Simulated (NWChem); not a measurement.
System: ethylamine (C$_{2}$H$_{7}$N); SMILES CCN

Input file for NWChem:

```
start job
memory heap 200 mb stack 900 mb global 1100 mb
geometry units angstroms noautosym nocenter noautoz
  C      0.257133    -1.234303    -0.036660
  C     -0.550611     0.048855     0.021743
  N      0.315113     1.209036    -0.076842
  H     -0.394639    -2.120851    -0.013795
  H      0.863657    -1.264657    -0.954275
  H      0.946343    -1.308474     0.821174
  H     -1.188702     0.030672     0.932941
  H     -1.249616     0.072622    -0.832095
  H     -0.232305     2.067003    -0.065718
  H      0.930145     1.256355     0.734456
end
basis spherical
  * library 6-311g**
end
dft
  xc b3lyp
  iterations 150
end
tddft
  cis
  ecut -13.0
  nroots 6
  notriplet
end
task tddft energy
```

All runs use the structure optimised with PBE0/def2-SVP.

Core excitations by TDA in a window of 1s orbitals, non-relativistic and unshifted: absolute energies depend strongly on the exact-exchange share.

Q: Predict the main results of this run. (B3LYP/6-311G** (spherical d), restricted-window TDA.) Quantities: first 1s excitation (eV); dipole oscillator strength of the first; first state with f > 0.002 (eV); dipole oscillator strength of that state.

A: The first 1s excitation (eV) is 388.3, the dipole oscillator strength of the first is 0.0077 and the first state with f > 0.002 (eV) is 388.3. The dipole oscillator strength of that state comes out as 0.0077.
